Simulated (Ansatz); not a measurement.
## Energy differences in C3HN

Program: Ansatz, Gaussian basis, development build. Basis cc-pVTZ, nonrelativistic, no frozen core; active space CAS(8,8). Restricted Hartree–Fock, then the lowest state-specific CASSCF solution met for each case. Single-reference values can break down or jump between states where bonds are stretched. Unlike active orbitals can shift such differences by tenths of an eV, at times by over 1 eV.

Case A, triplet:

```xyz
5

H     0.0000    0.0000   -2.9262
C     0.0000    0.0000   -1.8584
C     0.0000    0.0000   -0.6368
C     0.0000    0.0000    0.7380
N     0.0000    0.0000    1.9242
```

Case B, singlet: the shape of A.

Energy less that of case A, in eV:

| case | RHF/ROHF | CASSCF |
| --- | --- | --- |
| B | -3.978 | -4.703 |

(1) What does SC-NEVPT2 give for these differences?

(2) Which case is lowest, and do the methods agree?

Results:

(1) B: -4.171 eV (-96.2 kcal/mol).

(2) B is lowest in SC-NEVPT2. Of the methods shown, RHF/ROHF, CASSCF agree.
